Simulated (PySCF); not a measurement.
**CCl⁻, CCSD(T): how much the basis matters**

PySCF, UHF reference; triplet, unpaired electrons π ↑↑; De to C + Cl⁻ without counterpoise correction. Frozen cores follow the default of each basis and core potential.

```
                      basis     relativity  functions  Re (Å)  ωe (cm⁻¹)  De (eV)  frozen orbitals
                aug-pcseg-1  no relativity         50   1.954        415     1.34                6
aug-cc-pVDZ/aug-cc-pV(D+d)Z  no relativity         55   1.930        438      n/a                6
                def2-TZVPPD  no relativity         88   1.889        474     1.61                6
```

Q: How does each smaller set differ from the one with most functions, def2-TZVPPD?

A: aug-pcseg-1: +6.5 pm, -12.4 % in ωe, -0.27 eV in De; aug-cc-pVDZ/aug-cc-pV(D+d)Z: +4.1 pm, -7.6 % in ωe. All at CCSD(T); the set with most functions is neither the basis-set limit nor always the best.

Correlated steps freeze 6 core orbitals. Correlated levels converge slowly with the basis: in double zeta they bind strong bonds too weakly, by up to about 1 eV, and carry superposition errors of some tenths. For an ion De counts to the pair picked by the measured ionisation energies or electron affinities, which need not be the lowest pair at this level. The state is the lowest determinant that a PBE0 search found; another state may lie lower at other levels.
